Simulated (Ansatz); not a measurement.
A calculation with Ansatz (development build ahead of 0.2.0).

```yaml
crystal:
  periodic: [false, false, false]
  atoms:
    - { symbol: Li, position_ang: [0.0, 0.0, 0.0] }
    - { symbol: Al, position_ang: [1.56585, 2.0878, 4.52022] }
basis:
  gaussian: { orbitals: "6-31G" }
total_charge: 1
magnetization:
  initial_magnetization: 1
hamiltonian:
  xc: hf
correlation:
  method: fci
  frozen_orbitals: { Al: 5, Li: 0 }
```

The input is written out in the form of the current development build from the run's settings.

Results

```
Converged    : yes
Total energy : -249.14314 hartree
State        : lowest doublet root, of any spatial symmetry
```
